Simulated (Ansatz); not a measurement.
hcp Mg, treated with PBE (plane waves, PAW; Ansatz, a program for electronic structure).

Numerical settings: plane-wave cutoff 520 eV, 18×18×12 k mesh (along the axes of the cell as run), Fermi–Dirac smearing 0.05 eV, scalar-relativistic PAW data made under PBE.

Computed at the level's own relaxed cell.

Task: What does this level give for the pressure derivative B′ of the bulk modulus, equilibrium lattice constant a and equilibrium volume per atom?

Result: 
- pressure derivative B′ of the bulk modulus = 4.0
- equilibrium lattice constant a = 3.196 Å
- equilibrium volume per atom = 22.95 Å³/atom

The run finds no gap.

Measured, for comparison: lattice constant a 3.209 Å (293 K, not corrected to a static lattice; as tabulated in Wikipedia's data pages). Computed (rounded) less measured: lattice constant a -0.4 %. A static lattice is as a rule a little smaller and stiffer than an uncorrected measurement, which narrows the difference in the lattice constant a and would widen misses of the other sign.

Note: the bulk modulus comes from volumes at which shape and atoms were relaxed.

The computed numbers hold no vibrational or temperature effects.
